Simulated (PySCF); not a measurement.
# How methods differ on the electron affinity of B

B⁻ [He] 2s2 2p2 (3P) → B [He] 2s2 2p1 (2P), as a difference of total energies. Computed with PySCF 2.14 in x2c-QZVPPall with one added diffuse shell each of s, p, d, f type (8s5p4d3f1g, 73 functions), with the spin-free X2C one-electron Hamiltonian (Gaussian nucleus). Correlated levels: valence and next inner shell: nothing frozen. The calculations carry no spin-orbit coupling.

```csv
method,electron affinity (eV)
UHF,-0.307
MP2 (valence and next inner shell),0.219
SCS-MP2 (valence and next inner shell),0.069
CCSD (valence and next inner shell),0.176
CCSD(T) (valence and next inner shell),0.241
```

Errors of the correlated levels include the incompleteness of this basis.

A negative affinity means that the anion lies above the atom at that level of theory.

For comparison: 0.280 eV (measured; photodetachment measurements, as compiled on the Wikipedia data page of electron affinities).
